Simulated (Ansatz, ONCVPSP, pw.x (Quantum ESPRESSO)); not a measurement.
# pw.x on bcc Al: one setting changed

Potential: optimised norm-conserving Vanderbilt (ONCV), ONCVPSP 4.0.1.1 (patched build), PBEsol; core [Ne], reference 3s2 3p1; waves: 3s: rc 1.95 bohr, ncon 4, nbas 8, qcut 2.6 1/bohr, 2 projectors, debl 1.3 Ha; 3p: rc 1.95 bohr, ncon 3, nbas 7, qcut 4.1 1/bohr, 2 projectors, debl 1.8 Ha; d scattering state at 0.43 Ha: rc 2.15 bohr, ncon 4, nbas 9, qcut 4.2 1/bohr, 2 projectors, debl 0.5 Ha; local part: polynomial inside 1.45 bohr (lpopt 4, dvloc0 0 Ha); core correction: Teter function fitted to the true core (icmod 2), fcfact 1.2.

The reference run (k-mesh 14³, cutoffs 95/380 Ry, Fermi–Dirac 0.01 Ry, mixing_beta 0.4, conv_thr 1e-9, no spin) gives -0.13 GPa at 16.575 Å³/atom, where all-electron LAPW gives 0.16 GPa. This run, with its own iteration cap, changes smearing to mv.

```
&control
  calculation='scf', prefix='x', pseudo_dir='./', outdir='./tmp', tstress=.true., disk_io='none'
/
&system
  ibrav=0, nat=1, ntyp=1, ecutwfc=95, ecutrho=380, nbnd=8,
  occupations='smearing', smearing='mv', degauss=0.01
/
&electrons
  conv_thr=1e-09, mixing_beta=0.4, electron_maxstep=50
/
ATOMIC_SPECIES
Al 1.0 Al.UPF
CELL_PARAMETERS angstrom
  -1.60619344 1.60619344 1.60619344
  1.60619344 -1.60619344 1.60619344
  1.60619344 1.60619344 -1.60619344
ATOMIC_POSITIONS crystal
Al 0.0000 0.0000 0.0000
K_POINTS automatic
14 14 14 0 0 0
```

```bash
pw.x < Al.scf.in > Al.scf.out
```

Task: How does the run end?

Result: It converges in 6 iterations; the free energy moves by +11.7 meV/atom and the pressure by +0.03 GPa. This scheme is built to cancel the term in the square of the width that Fermi–Dirac smearing leaves in the F of a metal.

```
Message from routine setup:
     using ibrav=0 with symmetry is DISCOURAGED, use correct ibrav instead
     lattice parameter (alat)  =       5.2572  a.u.
     unit-cell volume          =     111.8536 (a.u.)^3
     number of electrons       =         3.00
     number of Kohn-Sham states=            8
     kinetic-energy cutoff     =      95.0000  Ry
     charge density cutoff     =     380.0000  Ry
     scf convergence threshold =      1.0E-09
     Exchange-correlation= PBESOL
     number of k points=   104  Marzari-Vanderbilt smearing, width (Ry)=  0.0100
     iteration #  1     ecut=    95.00 Ry     beta= 0.40
     total energy              =      -6.56851493 Ry
     estimated scf accuracy    <       0.00529495 Ry
     iteration #  2     ecut=    95.00 Ry     beta= 0.40
     total energy              =      -6.56770470 Ry
     estimated scf accuracy    <       0.00165484 Ry
     iteration #  3     ecut=    95.00 Ry     beta= 0.40
     total energy              =      -6.56778195 Ry
     estimated scf accuracy    <       0.00000125 Ry
     iteration #  4     ecut=    95.00 Ry     beta= 0.40
     total energy              =      -6.56778382 Ry
     estimated scf accuracy    <       0.00000002 Ry
     iteration #  5     ecut=    95.00 Ry     beta= 0.40
     total energy              =      -6.56778383 Ry
     estimated scf accuracy    <          5.4E-09 Ry
     iteration #  6     ecut=    95.00 Ry     beta= 0.40
     the Fermi energy is     7.8362 ev
!    total energy              =      -6.56778383 Ry
     estimated scf accuracy    <          1.8E-10 Ry
     smearing contrib. (-TS)   =      -0.00009617 Ry
     The total energy is F=E-TS. E is the sum of the following terms:
     one-electron contribution =       2.93841397 Ry
     hartree contribution      =       0.00421025 Ry
     xc contribution           =      -4.11488620 Ry
     ewald contribution        =      -5.39542568 Ry
     convergence has been achieved in   6 iterations
          total   stress  (Ry/bohr**3)                   (kbar)     P=       -1.02
     Message from routine punch:
     Nothing written, as per user request (disk_io='none')
```

The run took about 31 s on one core of a shared host (Neoverse-N1, 64 threads, 124 GiB, load 47).
